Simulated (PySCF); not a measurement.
**TDDFT excited states: F2OS**

F2OS.
Cartesian coordinates in Å at the PBE0-D3(BJ)/def2-TZVP level; atoms count from 1:
```
atom  x, y, z in Å
O1     0.585   -1.194   -0.417
S2    -0.043   -0.254    0.440
F3     0.781    1.098    0.307
F4    -1.285    0.325   -0.363
```

Method used: PySCF 2.14.0, density-fitted response routines, TDDFT CAM-B3LYP/aug-cc-pVTZ, vertical, gas phase, core orbitals frozen in the response. Geometry: PBE0-D3(BJ)/def2-TZVP; no solvent, vibrations or thermal averaging.

```json
{"state": "S1", "λ (nm)": "184.3", "E (eV)": "6.73", "f": "0.033", "symmetry": "A″", "main configurations (H = HOMO, L = LUMO)": "H→L (93%)"}
{"state": "S2", "λ (nm)": "156.4", "E (eV)": "7.93", "f": "0.011", "symmetry": "A′", "main configurations (H = HOMO, L = LUMO)": "H→L+1 (50%), H-1→L (39%), H→L+5 (8%)"}
{"state": "S3", "λ (nm)": "142.3", "E (eV)": "8.71", "f": "0.013", "symmetry": "A″", "main configurations (H = HOMO, L = LUMO)": "H-2→L (88%)"}
{"state": "S4", "λ (nm)": "137.8", "E (eV)": "9.00", "f": "0.106", "symmetry": "A′", "main configurations (H = HOMO, L = LUMO)": "H-1→L (41%), H→L+1 (34%)"}
{"state": "S5", "λ (nm)": "136.4", "E (eV)": "9.09", "f": "0.0045", "symmetry": "A″", "main configurations (H = HOMO, L = LUMO)": "H-1→L+1 (78%), H-1→L+5 (16%)"}
{"state": "S6", "λ (nm)": "132.6", "E (eV)": "9.35", "f": "0.112", "symmetry": "A′", "main configurations (H = HOMO, L = LUMO)": "H→L+3 (43%), H→L+2 (41%)"}
{"state": "S7", "λ (nm)": "132.0", "E (eV)": "9.39", "f": "0.078", "symmetry": "A′", "main configurations (H = HOMO, L = LUMO)": "H→L+2 (48%), H→L+3 (31%)"}
{"state": "S8", "λ (nm)": "123.5", "E (eV)": "10.04", "f": "0.0014", "symmetry": "–", "main configurations (H = HOMO, L = LUMO)": "H-3→L (52%), H-2→L+1 (34%)"}
{"state": "S9", "λ (nm)": "121.8", "E (eV)": "10.18", "f": "0.023", "symmetry": "A″", "main configurations (H = HOMO, L = LUMO)": "H→L+4 (89%)"}
{"state": "S10", "λ (nm)": "121.3", "E (eV)": "10.22", "f": "0.050", "symmetry": "A′", "main configurations (H = HOMO, L = LUMO)": "H-3→L (41%), H-2→L+1 (40%)"}
```

Triplets, Tamm–Dancoff:

```
state  E (eV)  λ (nm)  main configurations (H = HOMO, L = LUMO)
   T1    5.55   223.6                                 H→L (92%)
   T2    6.76   183.5     H→L+1 (67%), H→L+5 (19%), H-1→L (10%)
   T3    6.97   177.9                   H-1→L (82%), H→L+1 (8%)
   T4    7.97   155.6                               H-2→L (88%)
```

The lowest singlet lies at 6.73 eV (184 nm, vacuum ultraviolet) and is of moderate strength; its leading configuration is HOMO→LUMO (93%). The most intense listed level is S6 at 9.35 eV (133 nm, f = 0.112), 2.62 eV above S1. Löwdin shares by element: HOMO oxygen 43%, sulfur 36%, fluorine 21%; LUMO sulfur 60%, fluorine 21%, oxygen 19%. Of the 10 states listed, 8 reach f = 0.01 and none stays under 0.0005. The oscillator strengths of these states sum to 0.431; summed over the whole spectrum of an exact calculation they would give the number of electrons, 42 (Thomas–Reiche–Kuhn). The listed states span 3.50 eV, and the widest gap between neighbours is 1.20 eV (S1 to S2). Symmetry labels in Cs follow from the direction of the transition dipole and are given only for states with f of 0.002 or more. Singlets were solved by full linear response, triplets in the Tamm–Dancoff approximation.
